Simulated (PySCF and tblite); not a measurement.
The numbers below are computed, except where a source is named.
(CH3CH2)2CHF, C5H11F, numbered as in [CH3:1][CH2:2][CH:3]([F:4])[CH2:5][CH3:6].

Conformers came from 90 starts (ETKDG, MMFF94s, GFN2-xTB); geometries are GFN2-xTB. Energies: PBE0-D3(BJ)/pcSseg-1, with GFN2-xTB thermal terms (modes under about 100 cm⁻¹ blended into free rotors). Symmetry numbers and mirror images are counted. Conformers within 3 kcal/mol (GFN2-xTB free energy) were kept, 10 at most. GIAO shieldings: PBE0/pcSseg-1. Shifts are against TMS (¹H), TMS (¹³C), CFCl3 (¹⁹F) at the same level; of two unlike H on one atom, a is the less shielded. Codes: tblite and PySCF.

(1) Predict the averaged NMR shifts at 298.15 K.

(2) How do the conformers differ?

(3) Which signal moves most, for its nucleus, between 150 and 400 K through the change of populations alone?

Unscaled ¹⁹F shifts at such levels can be off by tens of ppm; differences between conformers or isomers are more reliable. Shifts are unscaled: against experiment ¹³C can be off by 15 ppm or more and ¹H by 0.8 ppm.

Answers

(1) ¹H: 4.33 (H3, 1H), 1.63 (H2a/H5a, 2H), 1.48 (H2b/H5b, 2H), 1.10 (H1/H6, 6H) ppm. ¹³C: 99.2 (C3), 32.4 (C2/C5), 12.0 (C1/C6) ppm. ¹⁹F: -217.6 (F4) ppm.

(2) Torsions listed: C1–C2–C3–F4, F4–C3–C5–C6. Of a mirror pair one member is shown.
```tsv
conformer	shape	weight %
1	-63°, 63°	39.4
2	-64°, 164°	27.4
3	65°, 68°	19.8
4	-174°, -66°	13.0
5	-138°, 173°	0.4
```

```
 signal       1       2       3       4       5  average
  H1/H6    1.19    1.05    1.12    0.91    0.97     1.10
H2a/H5a    1.63    1.69    1.55    1.65    2.08     1.63
H2b/H5b    1.28    1.53    1.58    1.86    1.60     1.48
     H3    4.16    4.20    4.61    4.73    4.23     4.33
  C1/C6    13.2    12.6    10.9     8.7    13.1     12.0
  C2/C5    34.5    32.4    31.5    27.7    35.1     32.4
     C3    99.7   100.7    97.6    96.9   100.4     99.2
     F4  -224.7  -205.7  -226.4  -209.0  -183.0   -217.6
```

(3) H2b/H5b: 1.38 ppm at 150 K, 1.43 ppm at 200 K, 1.46 ppm at 250 K, 1.48 ppm at 298.15 K, 1.51 ppm at 400 K.
